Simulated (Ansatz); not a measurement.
A nudged elastic band was laid between two geometries of CH5B + FH (9 atoms, charge 0, multiplicity 1).

These are results of RKS PBE-D4/def2-SVP (Ansatz 0.2.0), not measurements.

| Quantity | Value |
| --- | --- |
| movable images | 5 |
| climbing image | yes |
| spring | 5.0 eV/Å² |
| optimiser | quadratic models (default) |
| start path | through a guess of the saddle point |
| force threshold | 0.05 eV/Å |
| iteration limit | 60 |
| end points | relaxed |

Image 0:

```xyz
9
Properties=species:S:1:pos:R:3
B -0.095 0.070 0.098
H -0.211 0.183 1.331
H 0.983 0.397 -0.361
C -1.394 0.021 -0.770
H -2.241 -0.530 -0.318
H -1.723 1.085 -0.859
H -1.227 -0.335 -1.806
F 0.348 -1.899 0.544
H 0.191 -1.395 1.340
```

Image 6:

```xyz
9
Properties=species:S:1:pos:R:3
B 0.087 -0.518 -0.666
H -0.230 0.056 2.721
H 1.071 0.153 -0.942
C -1.377 -0.073 -0.980
H -2.149 -0.819 -0.709
H -1.588 0.876 -0.437
H -1.476 0.186 -2.057
F 0.330 -1.686 -0.058
H -0.036 -0.576 2.329
```

Which bonds break or form, and what moves?

Bonds broken: B1–H2, F8–H9. Bonds formed: B1–F8, H2–H9. CH5B + FH becomes CH4BF + H2.

Give the energies along the band, and the barrier.

The forces met the threshold. The highest image is number 2 of 0 to 6, 0.149 eV above the first end and 1.500 eV above the last; the last end lies 1.351 eV below the first. Neighbouring images differ by up to 1.4 eV, so the band resolves the path poorly. A vibrational analysis at the climbing image gives one clearly imaginary mode, 794i cm⁻¹: a first-order saddle point. The orbitals stay closed-shell, which can raise the energy where a bond breaks towards radicals; this wasn't checked here.

| image | path coordinate (Å) | energy (eV) | B1–H2 (Å) | F8–H9 (Å) | B1–F8 (Å) |
| --- | --- | --- | --- | --- | --- |
| 0 | 0.00 | 0.000 | 1.24 | 0.96 | 2.07 |
| 1 | 1.61 | 0.056 | 1.24 | 0.95 | 2.24 |
| 2 | 3.21 | 0.149 | 1.33 | 1.14 | 1.69 |
| 3 | 4.47 | -1.277 | 2.37 | 2.35 | 1.35 |
| 4 | 5.73 | -1.339 | 3.43 | 2.77 | 1.34 |
| 5 | 6.99 | -1.341 | 3.23 | 2.91 | 1.34 |
| 6 | 8.25 | -1.351 | 3.45 | 2.66 | 1.34 |

What is the geometry of the highest image?


```xyz
9
Properties=species:S:1:pos:R:3:forces:R:3
B -0.013 -0.357 -0.038 0.00 0.00 0.00
H 0.254 0.487 0.957 0.00 0.00 0.00
H 1.022 -0.607 -0.622 0.00 0.00 0.00
C -1.370 -0.039 -0.762 0.00 0.00 0.00
H -1.645 -0.867 -1.449 0.00 0.00 0.00
H -2.221 0.140 -0.075 0.00 0.00 0.00
H -1.249 0.866 -1.396 0.00 0.00 0.00
F -0.213 -1.548 1.151 0.00 0.00 0.00
H 0.066 -0.479 1.432 0.00 0.00 0.00
```

Time of the run: 2.4 min on 1 thread of Intel(R) Xeon(R) 6975P-C (Granite Rapids) (shared host), peak memory 0.14 GiB.
